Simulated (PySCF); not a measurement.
DMSO cation (C₂H₆OS), SMILES CS(C)=O (connectivity only; charge and spin as stated), charge +1, multiplicity 2.

The structure is a stationary point at PBE-D3(BJ)/def2-SVP. The spin state was assumed, not searched.

These are PBE-D3(BJ)/def2-SVP run with PySCF 2.14.0 values and carry that method's errors.

Frequencies are harmonic and unscaled.

Q: Estimate the vibrational spectrum. (Estimate from the structure and the level; the computed values follow.)

A: 
```csv
mode,ν (cm⁻¹),IR (km/mol),moving atoms (share of kinetic energy)
1,139,0.0,H 98 %
2,169,0.7,H 94 %
3,245,0.4,"C 47 %, H 35 %, S 13 %"
4,276,6.1,"S 42 %, O 27 %, H 19 %, C 13 %"
5,312,13.1,"O 50 %, C 21 %, H 16 %, S 12 %"
6,599,0.5,"C 69 %, S 14 %, H 13 %"
7,678,6.7,"C 51 %, S 34 %, H 15 %"
8,850,1.3,"H 84 %, C 14 %"
9,900,11.4,"H 73 %, C 19 %"
10,915,5.9,"H 74 %, C 17 %, S 8 %"
11,971,2.9,"H 58 %, O 21 %, C 18 %"
12,1070,31.4,"O 45 %, S 32 %, H 17 %"
13,1237,1.8,"H 87 %, C 13 %"
14,1266,5.7,"H 87 %, C 13 %"
15,1335,16.8,H 96 %
16,1350,5.1,H 96 %
17,1353,17.7,H 96 %
18,1368,55.6,H 96 %
19,2971,45.6,H 98 %
20,2975,13.6,H 98 %
21,3106,3.0,"H 90 %, C 10 %"
22,3108,43.0,"H 90 %, C 10 %"
23,3117,21.0,"H 90 %, C 10 %"
24,3120,37.1,"H 90 %, C 10 %"
```
